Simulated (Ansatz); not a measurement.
fcc Rh was calculated with PBEsol in Ansatz (PAW).

A relaxed, unreconstructed slab of the (100) face has 8 atoms, two equal faces of 7.150 Å² each and an energy of -50707.4396 eV. A bulk cell of 2 atoms with the same orientation and in-plane k mesh has -12677.4942 eV. Energies are extrapolated to zero smearing.

Settings: plane-wave cutoff 500 eV, 20×20×1 k mesh (along the axes of the cell as run), Fermi–Dirac smearing 0.1 eV, scalar-relativistic PAW data made under PBE.

Worked out: γ = (E_slab − N E_bulk per atom)/2A = [-50707.4396 − 8 × (-12677.4942/2)]/(2 × 7.150) = 0.1774 eV/Å². With 16.022 J/m² per eV/Å² this is 2.84 J/m², or 1.27 eV per surface cell and face.

Ansatz is an electronic-structure program.
